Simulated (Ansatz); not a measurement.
Geometry optimisation, Ansatz, UKS PBE0-D4/STO-3G.

Input file:

```yaml
crystal:
  periodic: [false, false, false]
  atoms:
    - { symbol: C, position_ang: [-1.18095, 0.15401, -0.79039] }
    - { symbol: "N", position_ang: [-0.07551, -0.37601, -0.36259] }
    - { symbol: Si, position_ang: [1.11668, -0.15457, 0.74408] }
    - { symbol: H, position_ang: [-1.69698, -0.34487, -1.59794] }
    - { symbol: H, position_ang: [-1.62144, 1.06265, -0.39855] }
    - { symbol: H, position_ang: [1.35498, 0.86555, 1.75765] }
    - { symbol: H, position_ang: [2.10323, -1.20678, 0.64773] }
magnetization:
  spin_polarized: true
  initial_magnetization: 1
basis:
  gaussian: { orbitals: STO-3G }
hamiltonian:
  xc: pbe0
  dispersion: d4
relax:
  f_tol: 0.02
  max_steps: 50
```

Launched with:

```bash
$ ansatz run input.yaml --threads 1 --pin off --max-ram 2048MiB --backend cpu --events-out ev --progress --plain --runs-dir out
```

**Question.** Where does it end, and by what steps?

**Answer.** The forces met the threshold. The force dipped under the threshold on the way, but the program's further checks kept it going. Limits of this set-up: minimal basis. After 23 steps the energy has fallen by 0.793 eV; H5 moved furthest, 1.08 Å.

| step | energy less start (eV) | largest force component (eV/Å) | accepted |
| --- | --- | --- | --- |
| 0 | 0.0000 | 1.001 | yes |
| 1 | -0.1028 | 0.933 | yes |
| 2 | -0.2022 | 0.871 | yes |
| 3 | -0.3563 | 0.998 | yes |
| 4 | -0.5598 | 1.805 | yes |
| 5 | -0.6515 | 1.133 | yes |
| 6 | -0.6893 | 0.483 | yes |
| 7 | -0.6880 | 0.604 | no |
| 8 | -0.7165 | 0.167 | yes |
| 9 | -0.7215 | 0.165 | yes |
| 10 | -0.7268 | 0.263 | yes |
| 11 | -0.7331 | 0.367 | yes |
| 12 | -0.7424 | 0.339 | yes |
| 13 | -0.7654 | 0.278 | yes |
| 14 | -0.7275 | 0.648 | no |
| 15 | -0.7798 | 0.220 | yes |
| 16 | -0.7847 | 0.429 | yes |
| 17 | -0.7734 | 0.349 | no |
| 18 | -0.7906 | 0.060 | yes |
| 19 | -0.7909 | 0.210 | yes |
| 20 | -0.7927 | 0.069 | yes |
| 21 | -0.7930 | 0.010 | yes |
| 22 | -0.7930 | 0.037 | yes |
| 23 | -0.7930 | 0.009 | yes |

```xyz
7
Properties=species:S:1:pos:R:3
C -1.159 0.085 -0.725
N 0.117 -0.007 -0.563
Si 0.931 -0.068 1.043
H -1.578 0.114 -1.749
H -1.924 0.141 0.077
H 1.892 1.025 0.958
H 1.721 -1.290 0.958
```

The run took 32 s on 1 thread of Arm Neoverse V2, on a shared host, peak memory 0.12 GiB.
